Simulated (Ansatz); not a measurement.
# AlBH5 (doublet): wave-function methods side by side at distance Al1–H4 along a hydrogen transfer = 1.475 Å, cc-pVDZ

An exercise on one series of results from a longer session: the logs are not shown, and one member is left open.

Program: Ansatz 0.2.0, Gaussian basis. Level of theory: cc-pVDZ, core rule «outside noble gas», up to 6 orbitals frozen. These are calculated values, not measurements.

The runs, in order: UHF; CCSD(T) on ROHF; CCSD(T) on UHF; BCCD(T) on ROHF; CISD; CCSDT(Q) on ROHF; CCSDT(Q) on UHF; CASSCF and MRCISD+Q, 3 electrons in 3 orbitals; CASSCF and NEVPT2, 3 electrons in 3 orbitals; CASSCF and NEVPT2, 9 electrons in 9 orbitals.

3 further runs of the same task are left out: 3 that didn't finish.

## The system

The geometry derives from fragments relaxed apart (PBE0/def2-TZVP) and kept rigid, so it is no stationary point. A hydrogen atom is moved between rigid fragments.

7 atoms, charge 0, spin multiplicity 2.

Atoms are counted from 1 here; the program's logs count them from 0.

Bond lengths: Al1–H2 1.586 Å, Al1–H3 1.586 Å, Al1–H4 1.475 Å, B5–H6 1.191 Å, B5–H7 1.191 Å. Angles: H2–Al1–H3 120.0°, H2–Al1–H4 120.0°, H3–Al1–H4 120.0°, H6–B5–H7 129.4°.

Geometry (Å):

```xyz
7
AlBH5
Al   -0.9536    0.0000    0.0000
H    -1.7465    1.3734    0.0000
H    -1.7465   -1.3734    0.0000
H     0.5214    0.0000    0.0000
B     2.1594    0.0000    0.0000
H     2.6685    0.0000    1.0770
H     2.6685    0.0000   -1.0770
```

Set-up of the first run:

Contents of in.yaml:

```yaml
crystal:
  periodic: [false, false, false]
  atoms:
    - {symbol: Al, position_ang: [-0.953594, 0.000000, 0.000000]}
    - {symbol: H, position_ang: [-1.746518, 1.373384, 0.000000]}
    - {symbol: H, position_ang: [-1.746518, -1.373384, 0.000000]}
    - {symbol: H, position_ang: [0.521406, 0.000000, 0.000000]}
    - {symbol: B, position_ang: [2.159406, 0.000000, 0.000000]}
    - {symbol: H, position_ang: [2.668479, 0.000000, 1.077008]}
    - {symbol: H, position_ang: [2.668479, 0.000000, -1.077008]}
basis:
  gaussian: {orbitals: cc-pVDZ}
magnetization: {spin_polarized: true, initial_magnetization: 1}
hamiltonian: {xc: hf}
output: {orbitals: {seedname: orbitals}}
```

Started as:

```console
> ansatz run in.yaml --threads 1 --pin off --events-out ev --progress --plain --max-ram 2393MiB
```

Steps of the session up to this table: UHF; CCSD(T) on ROHF; CCSD(T) on UHF; BCCD(T) on ROHF; CISD; CCSDT(Q) on ROHF; CCSDT(Q) on UHF; CASSCF and MRCISD+Q, 3 electrons in 3 orbitals; CASSCF and NEVPT2, 3 electrons in 3 orbitals; CASSCF and NEVPT2, 9 electrons in 9 orbitals.

One of the session's tables, all rows but one given; the rest of the session is left out.

```
         method  from UCCSDT(Q) (kJ/mol)
           ROHF                   +550.6
            UHF                   +540.7
           RMP2                   +127.5
           UMP2                        ?
           CISD                    +53.2
          RCCSD                    +12.4
          UCCSD                    +12.2
       RCCSD(T)                     +2.8
       UCCSD(T)                     +2.8
        BCCD(T)                     +2.8
         RCCSDT                     +0.3
         UCCSDT                     +0.3
      RCCSDT(Q)                      0.0
      UCCSDT(Q)                        0
CASSCF frontier                   +390.9
NEVPT2 frontier                   +124.7
```

Q: Estimate the row for UMP2 from the others.

**Answer.** from UCCSDT(Q) (kJ/mol): +127.7. In the column «from UCCSDT(Q) (kJ/mol)» it lies between RMP2 (+127.5) and CASSCF frontier (+390.9).

Left out of the table: CASSCF pair, NEVPT2 pair, MRCISD pair, MRCISD+Q pair (the active space lost an orbital or holds another state than full CI finds).

Caveats from the session: Restricted and unrestricted rows rest on different reference determinants; where their highest levels disagree by more than a few hundredths of an eV, they describe different states and don't form one ladder. Warnings in the runs' records: passed over end.
